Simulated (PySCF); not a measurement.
## OF: from constants to spectrum

UHF-CCSD(T) constants of OF, ²Π (doublet), unpaired electrons π ↑ (O cc-pVDZ, F cc-pVDZ; no relativity (PySCF 2.14); masses 15.9949 and 18.9984 u):

* ωe: 993.8 cm⁻¹
* ωexe: 11.5 cm⁻¹
* Be: 1.0293 cm⁻¹
* αe: 0.0146 cm⁻¹
* D (centrifugal): 4.42e-06 cm⁻¹
* De to O + F: 1.65 eV

Problem. Give the vibrational terms G(v) and spacings up to v = 3.

Solution. G(v) = ωe(v+½) − ωexe(v+½)².

| v | G(v) (cm⁻¹) | G(v) − G(v−1) | Bv (cm⁻¹) |
| --- | --- | --- | --- |
| 0 | 494 |  | 1.022 |
| 1 | 1465 | 971 | 1.007 |
| 2 | 2413 | 948 | 0.993 |
| 3 | 3337 | 925 | 0.978 |

Problem. How well does the Morse estimate ωe²/(4ωexe) reproduce De, and what is D0?

Solution. It gives 2.66 eV, 161 % of the computed De. D0 = De − G(0) = 1.65 − 0.06 = 1.59 eV.

Correlated steps freeze 2 core orbitals. Correlated levels converge slowly with the basis: in double zeta they bind strong bonds too weakly, by up to about 1 eV, and carry superposition errors of some tenths. The state was picked by a PBE0 search and need not be the measured ground state.
